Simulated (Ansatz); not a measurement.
# CHBSi: the cost of one run

The runs use Ansatz 0.2.0, Gaussian basis; def2-QZVPP, core rule «outside noble gas», up to 7 orbitals frozen.

Plan: UHF; ROHF; CCSD(T) on UHF.

2 further runs of the same task are left out: 2 set aside as unsound or not needed.

### Step 1. What is computed

The geometry is a PBE0/def2-TZVP stationary point (not a proven minimum) of the parent state, kept for this charge and spin.

4 atoms, charge 0, spin multiplicity 5.

Atoms are counted from 1 here; the program's logs count them from 0.

Bond lengths: B1–C2 1.470 Å, B1–Si3 2.018 Å, C2–Si3 1.745 Å, C2–H4 1.084 Å. Angles: C2–B1–Si3 57.5°, B1–C2–Si3 77.2°, B1–C2–H4 130.2°, Si3–C2–H4 152.6°, B1–Si3–C2 45.3°.

### Step 2. UHF

Contents of in.yaml:

```yaml
crystal:
  periodic: [false, false, false]
  atoms:
    - {symbol: B, position_ang: [0.000000, -0.905839, 0.967609]}
    - {symbol: C, position_ang: [0.000000, 0.561227, 0.868427]}
    - {symbol: Si, position_ang: [0.000000, 0.061485, -0.802988]}
    - {symbol: H, position_ang: [0.000000, 1.315005, 1.647998]}
basis:
  gaussian: {orbitals: "def2-QZVPP.json"}
magnetization: {spin_polarized: true, initial_magnetization: 4}
hamiltonian: {xc: hf}
output: {orbitals: {seedname: orbitals}}
```

Launch:

```sh
$ ansatz run in.yaml --threads 1 --pin off --events-out ev --progress --plain --max-ram 2393MiB
```

What time and memory should one allow on 1 thread of Arm Neoverse N1, shared host?

About 64 s, with a peak of 0.51 GiB.
